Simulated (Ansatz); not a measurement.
Process, species as SMILES: N#N (N2) + H+ → N#[NH+]
B3LYP-D3(BJ)/def2-TZVP geometries, fixed; electronic energies without zero-point terms; positive where energy is released.

Effect of a fitting basis named in the input at PBE0/def2-TZVPP with Ansatz (an electronic-structure program), against the last row, where the proton affinity is 124.00 kcal/mol. The default fits or decomposes integrals by the program's own choice; accuracy: high also tightens integrals, grids and stops.

| setting | largest shift of a total energy (mEh) | shift of the proton affinity (kcal/mol) |
|---|---|---|
| fitting: def2-SV(P)-JKFIT | -0.004 | 0.003 |
| fitting: def2-universal-JKFIT | -0.004 | 0.003 |
| fitting: cc-pVTZ-JKFIT | 0.026 | 0.002 |
| fitting: cc-pVQZ-JKFIT | -0.004 | 0.000 |
| fitting: cc-pV5Z-JKFIT | -0.005 | 0.000 |
| accuracy: high | -0.004 | -0.001 |
| accuracy: medium (default) | 0.000 | 0.000 |

Within 0.02 kcal/mol in the proton affinity: fitting: def2-SV(P)-JKFIT; fitting: def2-universal-JKFIT; fitting: cc-pVTZ-JKFIT; fitting: cc-pVQZ-JKFIT; fitting: cc-pV5Z-JKFIT; accuracy: high. The largest shift is 0.026 mEh in a total energy and 0.003 kcal/mol in the difference.
